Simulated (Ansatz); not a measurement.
# C₂F₂OS: how energies converge with the basis set

Aim: see how fast density functionals converge with the basis set for C₂F₂OS.

Program: Ansatz 0.2.0, Gaussian basis. Level of theory: one geometry, several basis sets. These are calculated values, not measurements.

The runs, in order: PBE0-D4/def2-SVP; ωB97M-V/def2-SVP; PBE0-D4/def2-QZVPP; ωB97M-V/def2-QZVPP; the functionals' def2-TZVPP values are taken from earlier runs.

**1. The relaxed structure**

All runs share one geometry, relaxed beforehand with PBE0-D4 in a triple-zeta def2 set.

SMILES `O=C1SC1(F)F`, 6 atoms, charge 0, spin multiplicity 1.

Atoms are counted from 1 here; the program's logs count them from 0.

Bond lengths: O1–C2 1.180 Å, C2–S3 1.769 Å, C2–C4 1.461 Å, S3–C4 1.817 Å, C4–F5 1.329 Å, C4–F6 1.329 Å. Angles: O1–C2–S3 143.2°, O1–C2–C4 149.1°, S3–C2–C4 67.7°, C2–S3–C4 48.1°, C2–C4–S3 64.2°, C2–C4–F5 120.8°, C2–C4–F6 120.8°, S3–C4–F5 118.0°, S3–C4–F6 118.0°, F5–C4–F6 109.0°.

**2. PBE0-D4 in def2-SVP**

File in.yaml:

```yaml
crystal:
  periodic: [false, false, false]
  atoms:
    - {symbol: O, position_ang: [0.929542, -1.586154, 0.863981]}
    - {symbol: C, position_ang: [0.244589, -0.838904, 0.259189]}
    - {symbol: S, position_ang: [-1.149631, -0.759069, -0.827267]}
    - {symbol: C, position_ang: [-0.078711, 0.532469, -0.128534]}
    - {symbol: F, position_ang: [0.707945, 1.208196, -0.959828]}
    - {symbol: F, position_ang: [-0.611634, 1.379362, 0.746259]}
basis:
  gaussian: {orbitals: def2-SVP}
hamiltonian: {xc: pbe0, dispersion: d4}
output: {orbitals: {seedname: orbitals}}
```

Command:

```console
ansatz run in.yaml --threads 2 --pin off --events-out ev --progress --plain --max-ram 4352MiB
```

Further steps of the session: ωB97M-V in def2-SVP; PBE0-D4 in def2-QZVPP; ωB97M-V in def2-QZVPP.

**Question.** What will the summary of the whole plan be? Wanted: PBE0-D4: double and triple zeta above quadruple; ωB97M-V: double and triple zeta above quadruple.

The runs gave:

| quantity | value |
| --- | --- |
| PBE0-D4: double and triple zeta above quadruple | 15.97, 0.81 eV |
| ωB97M-V: double and triple zeta above quadruple | 16.10, 0.75 eV |

What this shows: For PBE0-D4 the step from double to triple zeta gains 15.16 eV and the next only 0.81 eV. Total energies overstate the basis error of differences, where much of it tends to cancel.
